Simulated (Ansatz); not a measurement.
Reactions of `C=C(O)CC=O`.

Calculated with Ansatz (gas phase, PBE0-D4/def2-TZVP geometries, no zero-point term in ΔE). CBS: MP2 limit from def2 TZ/QZ plus the TZ coupled-cluster correction, frozen cores. This one scheme is used for every species. Functionals use def2-TZVPP. One conformer a species, not always the lowest.

```tsv
reaction	B2PLYP (eV)
`C=C(O)CC=O` → `C#COC(C)O`	1.55
`C=C(O)CC=O` + H₂O → `C=C(O)CO` + `C=O`	0.75
`C=C(O)CC=O` → `CC(=O)/C=C\O`	-0.79
`C=C(O)CC=O` → `C=C(C)C(=O)O`	-1.00
```

(1) Give the CCSD(T)/CBS values in the same order. (Best estimate.)

Largest T1 diagnostic: 0.017, for `CC(=O)/C=C\O`.

## Answers

(1) Ansatz gave: 1.54, 0.82, -0.70, -0.99 eV.
